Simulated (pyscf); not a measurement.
# Elimination: H₃C–SnH₃ → H₂C=SnH₂ + H₂

Gas phase, singlet surface, charge 0. Bonds broken: C1–H3, Sn2–H6. Bonds formed: H3–H6. Single points on ωB97X-D3(BJ)/def2-SVP structures (PySCF, gas phase).

Transition state (Å):

```xyz
8

C     -1.2785    -1.0835     0.1825
Sn    -0.5816     0.8238    -0.2375
H     -0.4261    -0.9058    -1.2991
H     -2.3783    -1.1214     0.2371
H     -0.8232    -1.5017     1.0945
H      0.0520    -0.3516    -1.9307
H      0.9811     1.4228     0.1407
H     -1.4041     2.0127    -1.1611
```

One imaginary mode, 1777i cm⁻¹; descent along it reached the two sides named.

```
bond    change  reactant side (Å)  saddle  product side
------  ------  -----------------  ------  ------------
C1–H3   breaks              1.099   1.719           3.7
Sn2–H6  breaks              1.711   2.156           4.0
H3–H6    forms                3.2   0.967         0.761
```

Electronic energies relative to the reactant's lowest minimum found (kJ/mol):

```json
[
 {"level": "ωB97X-D3(BJ)/def2-TZVP", "barrier": "411.1", "reaction energy": "+263.5", "reverse barrier": "147.6"},
 {"level": "PBE/def2-TZVP", "barrier": "365.9", "reaction energy": "+229.4", "reverse barrier": "136.5"},
 {"level": "r²SCAN/def2-TZVP", "barrier": "384.5", "reaction energy": "+242.9", "reverse barrier": "141.6"},
 {"level": "B3LYP-D3(BJ)/def2-TZVP", "barrier": "389.0", "reaction energy": "+238.5", "reverse barrier": "150.5"},
 {"level": "PBE0-D3(BJ)/def2-TZVP", "barrier": "392.0", "reaction energy": "+254.6", "reverse barrier": "137.4"},
 {"level": "M06-2X/def2-TZVP", "barrier": "392.8", "reaction energy": "+245.2", "reverse barrier": "147.6"},
 {"level": "ωB97M-D3(BJ)/def2-TZVP", "barrier": "405.3", "reaction energy": "+254.9", "reverse barrier": "150.4"},
 {"level": "HF/def2-TZVP", "barrier": "459.2", "reaction energy": "+277.5", "reverse barrier": "181.8"}
]
```

With ωB97M-D3(BJ)/def2-TZVP energies and thermal terms (ideal gas, 1 atm, RRHO with modes under 100 cm⁻¹ raised to 100, one conformer, R ln 2 for chiral ones without a mode under 150 cm⁻¹), in kJ/mol:

| T (K) | ΔH‡ | ΔG‡ | ΔH | ΔG |
|---|---|---|---|---|
| 298 | 385.1 | 382.8 | +236.2 | +201.1 |
| 600 | 385.4 | 380.4 | +239.8 | +163.9 |
| 900 | 385.4 | 377.9 | +240.1 | +125.8 |
| 1200 | 384.9 | 375.5 | +238.5 | +87.9 |

At the saddle there is also a short H–Sn contact that neither side keeps. The same reactants have a lower exit, to CH₄ + SnH₂ [singlet] (barrier +244.8 kJ/mol at ωB97M-D3(BJ)/def2-TZVP, against +405.3 kJ/mol here). H₂C=SnH₂ lies 162.1 kJ/mol over its isomer H₃C–SnH: [singlet] (electronic energy, ωB97M-D3(BJ)/def2-TZVP). This is the saddle that the search found; another between the same sides may lie lower. Elements past Kr carry the def2 core potentials, without spin-orbit coupling.
